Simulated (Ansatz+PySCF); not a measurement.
## doublet OH: levels of theory in one basis

```yaml
atoms:
  - { symbol: O, position_ang: [0.0000, 0.0000, -0.1172] }
  - { symbol: H, position_ang: [0.0000, 0.0000, 0.9374] }
```

Basis set: def2-SVP (spherical functions). Frozen core: 1 orbital. Correlation on ROHF uses semicanonical orbitals with singles. Charge 0, multiplicity 2.

Computed with Ansatz (development build ahead of 0.2.0); each method stands on the lowest determinant of its kind that the runs found. NEVPT2 correlates all electrons. Active spaces start from the frontier orbitals, and the lowest solution found is given.

```
        method  E − E(ROHF) (eV)  <S²> of the determinant
          ROHF              0.00                     0.75
           UHF             -0.11                     0.76
      ROHF-MP2             -4.23                        –
       UHF-MP2             -4.23                     0.76
     ROHF-CCSD             -4.64                        –
      UHF-CCSD             -4.64                     0.76
  ROHF-CCSD(T)             -4.70                        –
   UHF-CCSD(T)             -4.70                     0.76
SC-NEVPT2(7,5)             -4.16                        –
```

(1) What does CASSCF(7,5) give on the same scale?

(2) Is a single determinant a sound starting point here?

Answers

(1) -0.79 eV.

(2) By this sign, yes. Unrestricted orbitals gain 0.11 eV and <S²> is 0.76 against 0.75 for a pure state. The CASSCF(7,5) natural occupations are 2.00, 2.00, 1.97, 1.00, 0.03.
